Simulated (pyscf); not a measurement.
# Four-centre exchange: `[CH3][Zn][CH2][OH]` + `[H][H]` → `[CH3][OH]` + `[CH3][ZnH]`

Gas phase, singlet surface, charge 0. Bonds broken: C1–Zn2, H4–H11. Bonds formed: C1–H4, Zn2–H11. Single points on ωB97X-D3(BJ)/def2-SVP structures (PySCF, gas phase).

Transition state (Å):

```xyz
12

C      0.9936     0.2284     0.5660
Zn     0.2234     1.9535    -0.6119
C      0.3361     3.8982    -0.6455
H      0.6877     0.3404    -1.0472
H      1.6810     0.6658     1.3108
H      1.0982    -0.8690     0.5845
H      0.4415     4.3067     0.3729
H     -0.5614     4.3495    -1.0979
H      1.2075     4.2332    -1.2313
O     -0.3990     0.5999     0.8768
H      0.1117     0.5754    -1.7957
H     -0.5340     0.7360     1.8215
```

One imaginary mode, 1146i cm⁻¹; descent along it reached the two sides named, in the forms told below.

```csv
bond,change,reactant side (Å),saddle,product side
C1–Zn2,breaks,1.968,2.226,3.2
H4–H11,breaks,0.761,0.973,2.8
C1–H4,forms,3.3,1.646,1.072
Zn2–H11,forms,2.9,1.820,1.571
```

Electronic energies relative to the separated reactants (kcal/mol):

```csv
level,barrier,reaction energy,reverse barrier
ωB97X-D3(BJ)/def2-TZVP,39.4,-12.4,51.8
PBE/def2-TZVP,36.6,-12.2,48.9
r²SCAN/def2-TZVP,34.6,-12.6,47.3
B3LYP-D3(BJ)/def2-TZVP,39.7,-13.0,52.7
PBE0-D3(BJ)/def2-TZVP,36.4,-13.3,49.7
M06-2X/def2-TZVP,35.8,-11.6,47.5
ωB97M-D3(BJ)/def2-TZVP,39.1,-13.8,52.9
HF/def2-TZVP,48.2,-20.5,68.6
```

With ωB97M-D3(BJ)/def2-TZVP energies and thermal terms (ideal gas, 1 atm, RRHO with modes under 100 cm⁻¹ raised to 100, one conformer, R ln 2 for chiral ones without a mode under 150 cm⁻¹), in kcal/mol:

| T (K) | ΔH‡ | ΔG‡ | ΔH | ΔG |
|---|---|---|---|---|
| 298 | 39.4 | 48.1 | -11.1 | -12.6 |
| 600 | 38.7 | 57.3 | -12.7 | -13.6 |
| 900 | 38.6 | 66.7 | -13.8 | -13.8 |
| 1200 | 38.8 | 76.0 | -14.5 | -13.7 |

On the product side the descent ends in an adduct with a O–Zn contact (not fully relaxed), 8.3 kcal/mol under the separated species and 60.1 kcal/mol under the saddle at ωB97X-D3(BJ)/def2-TZVP. At the saddle there is also a short H–Zn contact that neither side keeps. One saddle was located; it need not be the lowest between these sides. Elements up to Kr have no core potential and no relativistic terms here.
